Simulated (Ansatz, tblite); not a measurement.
Potential energy curve for BeH, doublet.

- GFN2-xTB, 300 K electronic temperature (tblite)
- FCI = full CI/aug-cc-pVQZ, frozen core (Ansatz, a program for electronic structure)

Energies relative to the lowest point of each curve near equilibrium, in kcal/mol; the last columns give the difference from FCI:

```json
[
 {"R / Å": "1.09", "GFN2-xTB": "10.7", "FCI": "15.9", "GFN2-xTB − FCI": "-5.2"},
 {"R / Å": "1.15", "GFN2-xTB": "5.0", "FCI": "8.4", "GFN2-xTB − FCI": "-3.5"},
 {"R / Å": "1.23", "GFN2-xTB": "1.1", "FCI": "2.6", "GFN2-xTB − FCI": "-1.5"},
 {"R / Å": "1.28", "GFN2-xTB": "0.1", "FCI": "0.8", "GFN2-xTB − FCI": "-0.6"},
 {"R / Å": "1.32", "GFN2-xTB": "0.0", "FCI": "0.1", "GFN2-xTB − FCI": "-0.1"},
 {"R / Å": "1.36", "GFN2-xTB": "0.3", "FCI": "0.0", "GFN2-xTB − FCI": "0.3"},
 {"R / Å": "1.38", "GFN2-xTB": "0.5", "FCI": "0.1", "GFN2-xTB − FCI": "0.4"},
 {"R / Å": "1.41", "GFN2-xTB": "1.1", "FCI": "0.6", "GFN2-xTB − FCI": "0.5"},
 {"R / Å": "1.49", "GFN2-xTB": "3.2", "FCI": "2.7", "GFN2-xTB − FCI": "0.6"},
 {"R / Å": "1.57", "GFN2-xTB": "6.0", "FCI": "5.8", "GFN2-xTB − FCI": "0.2"},
 {"R / Å": "1.65", "GFN2-xTB": "9.1", "FCI": "9.7", "GFN2-xTB − FCI": "-0.5"},
 {"R / Å": "1.85", "GFN2-xTB": "17.9", "FCI": "20.5", "GFN2-xTB − FCI": "-2.6"},
 {"R / Å": "2.05", "GFN2-xTB": "27.6", "FCI": "31.0", "GFN2-xTB − FCI": "-3.4"},
 {"R / Å": "2.26", "GFN2-xTB": "37.7", "FCI": "39.6", "GFN2-xTB − FCI": "-1.9"},
 {"R / Å": "2.43", "GFN2-xTB": "45.7", "FCI": "44.3", "GFN2-xTB − FCI": "1.4"},
 {"R / Å": "2.70", "GFN2-xTB": "57.1", "FCI": "48.0", "GFN2-xTB − FCI": "9.1"},
 {"R / Å": "3.02", "GFN2-xTB": "67.6", "FCI": "49.3", "GFN2-xTB − FCI": "18.2"},
 {"R / Å": "3.27", "GFN2-xTB": "72.9", "FCI": "49.6", "GFN2-xTB − FCI": "23.3"},
 {"R / Å": "3.69", "GFN2-xTB": "77.5", "FCI": "49.8", "GFN2-xTB − FCI": "27.7"},
 {"R / Å": "4.15", "GFN2-xTB": "79.5", "FCI": "49.8", "GFN2-xTB − FCI": "29.7"},
 {"R / Å": "4.70", "GFN2-xTB": "80.5", "FCI": "49.9", "GFN2-xTB − FCI": "30.6"},
 {"R / Å": "5.42", "GFN2-xTB": "80.8", "FCI": "49.9", "GFN2-xTB − FCI": "30.9"}
]
```

GFN2-xTB is furthest from FCI at 5.42 (30.9 kcal/mol, above); its mean absolute difference over the points is 8.7 kcal/mol.
